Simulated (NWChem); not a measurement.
**CH₂ in NWChem**

```xyz
3

C      0.0000     0.0000     0.1799
H      0.8622     0.0000    -0.5398
H     -0.8622     0.0000    -0.5398
```
Charge 0, spin multiplicity 1.

Everything below was run with NWChem. The geometry was optimised at B3LYP/def2-SVP, a minimum by its harmonic frequencies.

Symmetry labels belong to the abelian group C2v used in the runs, with the axes of the coordinates shown.

The structure started from a generated list of species.

**Question.** List the lowest 4 singlet excitations that CIS/def2-SVPD gives, with oscillator strengths.

**Answer.** 
```json
[
 {"state": "1", "symmetry": "b2", "energy (eV)": "1.68", "wavelength (nm)": "740", "f": "0.007"},
 {"state": "2", "symmetry": "a2", "energy (eV)": "5.83", "wavelength (nm)": "213", "f": "0.000"},
 {"state": "3", "symmetry": "a1", "energy (eV)": "7.86", "wavelength (nm)": "158", "f": "0.142"},
 {"state": "4", "symmetry": "b1", "energy (eV)": "10.04", "wavelength (nm)": "123", "f": "0.129"}
]
```
